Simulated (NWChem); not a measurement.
System: Na2; SMILES [Na][Na]

Parts of the log:

```
             Northwest Computational Chemistry Package (NWChem) 7.3.0
             --------------------------------------------------------

 ORDER OF PRIMARY AXIS IS BEING SET TO 4
 D4H symmetry detected

                             Geometry "geometry" -> ""
                             -------------------------

 Output coordinates in angstroms (scale by  1.889725989 to convert to a.u.)

  No.       Tag          Charge          X              Y              Z
 ---- ---------------- ---------- -------------- -------------- --------------
    1 Na                  11.0000     0.00000000     0.00000000    -1.56247600
    2 Na                  11.0000     0.00000000     0.00000000     1.56247600

 Effective nuclear repulsion energy (a.u.)      20.4900578086

      Symmetry information
      --------------------

 Group name             D4h
 Group number             28
 Group order              16
 No. of unique centers     1

                                 NWChem DFT Module
                                 -----------------

 Summary of "ao basis" -> "ao basis" (spherical)
 ------------------------------------------------------------------------------
       Tag                 Description            Shells   Functions and Types
 ---------------- ------------------------------  ------  ---------------------
 Na                          6-31g*                  8       18   4s3p1d

      Symmetry analysis of basis
      --------------------------

        a1g         8
        a1u         0
        a2g         0
        a2u         8
        b1g         1
        b1u         1
        b2g         1
        b2u         1
        eg          8
        eu          8

            General Information
            -------------------
          SCF calculation type: DFT
          Wavefunction type:  closed shell.
          No. of atoms     :     2
          No. of electrons :    22
           Alpha electrons :    11
            Beta electrons :    11
          Charge           :     0
          Spin multiplicity:     1
          Use of symmetry is: on ; symmetry adaption is: on
          Maximum number of iterations: 150
          AO basis - number of functions:    36
                     number of shells:    16
          Convergence on energy requested:  1.00D-06
          Convergence on density requested:  1.00D-05
          Convergence on gradient requested:  5.00D-04

              XC Information
              --------------
                        M06-L Method XC Functional
                         M06-L Exchange Functional  1.000
                       M06-L Correlation Potential  1.000

             Grid Information
             ----------------
          Grid used for XC integration:  fine
          Radial quadrature: Mura-Knowles
          Angular quadrature: Lebedev.
          Tag              B.-S. Rad. Rad. Pts. Rad. Cut. Ang. Pts.
          ---              ---------- --------- --------- ---------
          Na                  1.80      123          15.0       770
          Grid pruning is: on
          Number of quadrature shells:   123
          Spatial weights used:  Erf1

      Superposition of Atomic Density Guess
      -------------------------------------

 Sum of atomic energies:        -323.68278406

      Non-variational initial energy
      ------------------------------

 Total energy =    -323.633330
 1-e energy   =    -496.394572
 2-e energy   =     152.271184
 HOMO         =      -0.142604
 LUMO         =      -0.021338

      Symmetry analysis of molecular orbitals - initial
      -------------------------------------------------

 !! scf_movecs_sym_adapt:    4 vectors were symmetry contaminated

  Symmetry fudging

 !! scf_movecs_sym_adapt:    4 vectors were symmetry contaminated

  Numbering of irreducible representations:

     1 a1g         2 a1u         3 a2g         4 a2u         5 b1g
     6 b1u         7 b2g         8 b2u         9 eg         10 eu

  Orbital symmetries:

     1 a2u         2 a1g         3 a1g         4 a2u         5 a1g
     6 eu          7 eu          8 a2u         9 eg         10 eg
    11 a1g        12 a2u        13 eu         14 eu         15 a1g
    16 eg         17 eg         18 a2u        19 a1g        20 eu
    21 eu

     ---------------------------------------------
      Total Density - Mulliken Population Analysis
     ---------------------------------------------

    Atom       Charge   Shell Charges
 -----------   ------   -------------------------------------------------------
    1 Na  11    11.00   2.00  2.00  5.99  0.41  0.03  0.56  0.00  0.00
    2 Na  11    11.00   2.00  2.00  5.99  0.41  0.03  0.56  0.00  0.00

   convergence    iter        energy       DeltaE   RMS-Dens  Diis-err
 ---------------- ----- ----------------- --------- --------- ---------
 d= 0,ls=0.0,diis     1   -324.6763958005 -3.45D+02  1.19D-01  1.59D-01
 d= 0,ls=0.0,diis     2   -324.7867044286 -1.10D-01  4.62D-02  2.26D-01
 d= 0,ls=0.0,diis     3   -324.7542823192  3.24D-02  1.50D-02  5.41D-02
 d= 0,ls=0.0,diis     4   -324.4034603770  3.51D-01  1.36D-02  4.78D-02
 d= 0,ls=0.0,diis     5   -324.4274983859 -2.40D-02  4.36D-03  3.98D-02
  Resetting Diis
 d= 0,ls=0.0,diis     6   -324.4347093672 -7.21D-03  3.01D-02  3.87D-02
 d= 0,ls=0.0,diis     7   -324.4636456321 -2.89D-02  1.39D-02  2.19D-02
 d= 0,ls=0.0,diis     8   -324.4710618766 -7.42D-03  2.19D-02  1.34D-02
 d= 0,ls=0.0,diis     9   -324.4841352353 -1.31D-02  9.71D-04  2.25D-02
 d= 0,ls=0.0,diis    10   -324.4830238168  1.11D-03  5.07D-03  2.36D-02
 d= 0,ls=0.0,diis    11   -324.4801598301  2.86D-03  3.51D-04  2.10D-02
 d= 0,ls=0.0,diis    12   -324.4799765183  1.83D-04  8.62D-04  2.15D-02
 d= 0,ls=0.0,diis    13   -324.4796926394  2.84D-04  4.24D-03  2.10D-02
 d= 0,ls=0.0,diis    14   -324.4765316041  3.16D-03  2.42D-03  2.47D-02
 d= 0,ls=0.0,diis    15   -324.4752651967  1.27D-03  2.47D-02  2.34D-02
 d= 0,ls=0.0,diis    16   -324.4677895887  7.48D-03  1.05D-02  6.24D-02
 d= 0,ls=0.0,diis    17   -324.4726824852 -4.89D-03  2.10D-02  4.21D-02
 d= 0,ls=0.0,diis    18   -324.4729210521 -2.39D-04  6.81D-03  1.61D-02
 d= 0,ls=0.0,diis    19   -324.4747426054 -1.82D-03  1.20D-02  1.87D-02
 d= 0,ls=0.0,diis    20   -324.4709670971  3.78D-03  1.91D-02  1.80D-02
 d= 0,ls=0.0,diis    21   -324.4739479250 -2.98D-03  5.69D-03  1.95D-02
 d= 0,ls=0.0,diis    22   -324.4741538017 -2.06D-04  3.90D-03  1.75D-02
 d= 0,ls=0.0,diis    23   -324.4722560061  1.90D-03  2.95D-03  1.76D-02
 d= 0,ls=0.0,diis    24   -324.4722647248 -8.72D-06  3.83D-03  1.37D-02
 d= 0,ls=0.0,diis    25   -324.4722048522  5.99D-05  3.39D-03  1.48D-02
 d= 0,ls=0.0,diis    26   -324.4730163938 -8.12D-04  1.62D-01  1.43D-02
 d= 0,ls=0.0,diis    27   -324.2787231599  1.94D-01  1.80D-02  3.78D-02
 d= 0,ls=0.5,diis    28   -324.2450140976  3.37D-02  2.04D-02  8.66D-02
 d= 0,ls=0.5,diis    29   -324.2791885963 -3.42D-02  1.41D-02  3.73D-02
 d= 0,ls=0.5,diis    30   -324.2944132041 -1.52D-02  1.60D-02  4.86D-02
 d= 0,ls=0.5,diis    31   -324.3136859079 -1.93D-02  3.97D-02  5.14D-02
 d= 0,ls=0.5,diis    32   -324.3610732330 -4.74D-02  8.28D-02  7.45D-02
 d= 0,ls=0.5,diis    33   -324.4548740481 -9.38D-02  3.07D-02  8.25D-02
 d= 0,ls=0.5,diis    34   -324.4867799745 -3.19D-02  1.21D-02  5.31D-02
 d= 0,ls=0.5,diis    35   -324.4958978416 -9.12D-03  1.11D-02  3.23D-02
 d= 0,ls=0.5,diis    36   -324.4921456615  3.75D-03  4.23D-03  2.77D-02
 d= 0,ls=0.5,diis    37   -324.5036645297 -1.15D-02  3.10D-03  1.14D-02
 d= 0,ls=0.5,diis    38   -324.5078991686 -4.23D-03  2.62D-03  6.81D-03
 d= 0,ls=0.5,diis    39   -324.5106992499 -2.80D-03  4.06D-03  4.52D-03
 d= 0,ls=0.5,diis    40   -324.5135557500 -2.86D-03  3.05D-03  1.97D-03
 d= 0,ls=0.5,diis    41   -324.5147876534 -1.23D-03  1.51D-03  7.94D-04
 d= 0,ls=0.5,diis    42   -324.5151363777 -3.49D-04  1.14D-03  4.83D-04
 d= 0,ls=0.5,diis    43   -324.5153406388 -2.04D-04  9.64D-04  3.73D-04
 d= 0,ls=0.5,diis    44   -324.5154259686 -8.53D-05  5.48D-04  3.09D-04
 d= 0,ls=0.5,diis    45   -324.5155912926 -1.65D-04  7.02D-04  2.33D-04
 d= 0,ls=0.5,diis    46   -324.5156919056 -1.01D-04  1.03D-03  2.16D-04
 d= 0,ls=0.5,diis    47   -324.5158242516 -1.32D-04  1.30D-03  1.66D-04
 d= 0,ls=0.5,diis    48   -324.5159156019 -9.14D-05  1.31D-03  1.48D-04
 d= 0,ls=0.5,diis    49   -324.5159673627 -5.18D-05  8.14D-04  8.05D-05
 d= 0,ls=0.5,diis    50   -324.5159808694 -1.35D-05  6.51D-04  3.48D-05
 d= 0,ls=0.5,diis    51   -324.5160024560 -2.16D-05  4.83D-04  1.75D-05
 d= 0,ls=0.5,diis    52   -324.5160098946 -7.44D-06  4.51D-04  9.34D-06
 d= 0,ls=0.5,diis    53   -324.5160066348  3.26D-06  1.25D-04  4.71D-06
 d= 0,ls=0.5,diis    54   -324.5160086563 -2.02D-06  1.07D-04  2.47D-06
 d= 0,ls=0.5,diis    55   -324.5160099990 -1.34D-06  1.19D-04  1.66D-06
 d= 0,ls=0.5,diis    56   -324.5160111953 -1.20D-06  9.57D-05  1.03D-06
 d= 0,ls=0.5,diis    57   -324.5160119297 -7.34D-07  5.06D-05  6.08D-07
 d= 0,ls=0.5,diis    58   -324.5160122306 -3.01D-07  7.39D-05  4.10D-07
 d= 0,ls=0.5,diis    59   -324.5159987549  1.35D-05  2.76D-05  1.70D-07
 d= 0,ls=0.5,diis    60   -324.5159988427 -8.79D-08  2.17D-05  8.55D-08
 d= 0,ls=0.5,diis    61   -324.5159988914 -4.87D-08  1.53D-05  4.61D-08
 d= 0,ls=0.5,diis    62   -324.5159989171 -2.56D-08  1.18D-05  2.57D-08
 d= 0,ls=0.5,diis    63   -324.5159989316 -1.46D-08  8.59D-06  1.47D-08

         Total DFT energy =     -324.515998939671
      One electron energy =     -496.696211311398
           Coulomb energy =      180.511492006781
    Exchange-Corr. energy =      -28.821337443611
 Nuclear repulsion energy =       20.490057808556

 Numeric. integr. density =       21.999999997842

                  Occupations of the irreducible representations
                  ----------------------------------------------

                     irrep           alpha         beta
                     --------     --------     --------
                     a1g               4.0          4.0
                     a1u               0.0          0.0
                     a2g               0.0          0.0
                     a2u               3.0          3.0
                     b1g               0.0          0.0
                     b1u               0.0          0.0
                     b2g               0.0          0.0
                     b2u               0.0          0.0
                     eg                2.0          2.0
                     eu                2.0          2.0

                       DFT Final Molecular Orbital Analysis
                       ------------------------------------

 Vector    9  Occ=2.000000D+00  E=-1.086630D+00  Symmetry=eg
              MO Center=  1.1D-17,  4.2D-17,  1.9D-13, r^2= 2.7D+00
   Bfn.  Coefficient  Atom+Function         Bfn.  Coefficient  Atom+Function
  ----- ------------  ---------------      ----- ------------  ---------------
     3      0.694534  1 Na px                21     -0.694534  2 Na px
     4      0.123311  1 Na py                22     -0.123311  2 Na py

 Vector   10  Occ=2.000000D+00  E=-1.085964D+00  Symmetry=a2u
              MO Center=  6.6D-18, -9.8D-19,  7.8D-13, r^2= 2.7D+00
   Bfn.  Coefficient  Atom+Function         Bfn.  Coefficient  Atom+Function
  ----- ------------  ---------------      ----- ------------  ---------------
     5      0.706242  1 Na pz                23      0.706242  2 Na pz

 Vector   11  Occ=2.000000D+00  E=-1.081429D-01  Symmetry=a1g
              MO Center=  5.5D-17,  1.7D-16,  1.3D-17, r^2= 6.9D+00
   Bfn.  Coefficient  Atom+Function         Bfn.  Coefficient  Atom+Function
  ----- ------------  ---------------      ----- ------------  ---------------
    10      0.375997  1 Na s                 28      0.375997  2 Na s
     6      0.189543  1 Na s                 24      0.189543  2 Na s
     2     -0.154862  1 Na s                 20     -0.154862  2 Na s
     9      0.107122  1 Na pz                27     -0.107122  2 Na pz
     5     -0.049304  1 Na pz                23      0.049304  2 Na pz

 Vector   12  Occ=0.000000D+00  E=-5.461824D-02  Symmetry=a2u
              MO Center= -2.0D-17, -1.6D-17, -3.6D-16, r^2= 1.7D+01
   Bfn.  Coefficient  Atom+Function         Bfn.  Coefficient  Atom+Function
  ----- ------------  ---------------      ----- ------------  ---------------
    13      0.474234  1 Na pz                31      0.474234  2 Na pz
    10     -0.285621  1 Na s                 28      0.285621  2 Na s
     2      0.114291  1 Na s                 20     -0.114291  2 Na s
     6     -0.073306  1 Na s                 24      0.073306  2 Na s
     5     -0.030972  1 Na pz                23     -0.030972  2 Na pz

 Vector   13  Occ=0.000000D+00  E=-3.521569D-02  Symmetry=eu
              MO Center= -1.8D-18,  5.8D-18,  4.5D-18, r^2= 1.2D+01
   Bfn.  Coefficient  Atom+Function         Bfn.  Coefficient  Atom+Function
  ----- ------------  ---------------      ----- ------------  ---------------
    12      0.425107  1 Na py                30      0.425107  2 Na py
     8      0.152130  1 Na py                26      0.152130  2 Na py
    11     -0.132550  1 Na px                29     -0.132550  2 Na px
     4     -0.072810  1 Na py                22     -0.072810  2 Na py
     7     -0.047435  1 Na px                25     -0.047435  2 Na px

 Vector   14  Occ=0.000000D+00  E=-3.521569D-02  Symmetry=eu
              MO Center=  6.3D-15,  1.8D-15,  3.1D-15, r^2= 1.2D+01
   Bfn.  Coefficient  Atom+Function         Bfn.  Coefficient  Atom+Function
  ----- ------------  ---------------      ----- ------------  ---------------
    11      0.425107  1 Na px                29      0.425107  2 Na px
     7      0.152130  1 Na px                25      0.152130  2 Na px
    12      0.132550  1 Na py                30      0.132550  2 Na py
     3     -0.072810  1 Na px                21     -0.072810  2 Na px
     8      0.047435  1 Na py                26      0.047435  2 Na py

     ---------------------------------------------
      Total Density - Mulliken Population Analysis
     ---------------------------------------------

    Atom       Charge   Shell Charges
 -----------   ------   -------------------------------------------------------
    1 Na  11    11.00   2.00  2.00  5.98  0.29  0.09  0.65 -0.01  0.00
    2 Na  11    11.00   2.00  2.00  5.98  0.29  0.09  0.65 -0.01  0.00

     -------------------------------------------
      Total Density - Lowdin Population Analysis
     -------------------------------------------

    Atom       Charge   Shell Charges
 -----------   ------   -------------------------------------------------------
    1 Na  11    11.00   2.00  1.99  5.93  0.35  0.12  0.55  0.06  0.00
    2 Na  11    11.00   2.00  1.99  5.93  0.35  0.12  0.55  0.06  0.00

     Multipole analysis of the density
     ---------------------------------

     L   x y z        total         alpha         beta         nuclear
     -   - - -        -----         -----         ----         -------
     0   0 0 0     -0.000000    -11.000000    -11.000000     22.000000

     1   1 0 0      0.000000      0.000000      0.000000      0.000000
     1   0 1 0      0.000000      0.000000      0.000000      0.000000
     1   0 0 1     -0.000000     -0.000000     -0.000000      0.000000

[...]

                         DFT ENERGY GRADIENTS

    atom               coordinates                        gradient
                 x          y          z           x          y          z
   1 Na      0.000000   0.000000  -2.952652    0.000000   0.000000   0.000490
   2 Na      0.000000   0.000000   2.952652    0.000000   0.000000  -0.000490
```

Level: M06-L/6-31G* (spherical d). Coordinates come from a PBE0/def2-SVP optimisation.

### Question
Reconstruct the input file.

### Answer
One answer among several that fit: the input that was run:
```
start job
memory heap 200 mb stack 900 mb global 1100 mb
geometry units angstroms noautoz
  Na     0.000000     0.000000    -1.562476
  Na     0.000000     0.000000     1.562476
end
basis spherical
  * library 6-31g*
end
dft
  xc m06-l
  grid fine
  iterations 150
  mulliken
end
task dft gradient
```
